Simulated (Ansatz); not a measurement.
Basis-set extrapolation for `FC(F)(F)Cl` (PBE0-D4/def2-TZVP geometry, frozen core, Ansatz 0.2.0). Multiplicity 1, RHF reference.

```tsv
	def2-TZVPP	def2-QZVPP
HF	-795.845953	-795.873163
MP2 correlation	-1.087880	-1.190869
CCSD(T) correlation	-1.141741	not run
```

Energies in hartree. Use E(X) = E(∞) + A·exp(−7.88·√X) for Hartree–Fock and E(X) = E(∞) + B·X^(−2.97) for correlation, with X = 3 and 4, and add CCSD(T) minus MP2 of the smaller set to the MP2 limit.

Question: What is the CCSD(T) energy at the basis-set limit?

Answer: HF limit: -795.873163 + (-0.027210) × 0.13774 = -795.87691. MP2 limit: -1.190869 + (-0.102989) × 0.74074 = -1.26716. Higher-order term: -1.141741 − (-1.087880) = -0.05386. Total: -797.19793 hartree, 131.9 kcal/mol below CCSD(T)/def2-TZVPP.
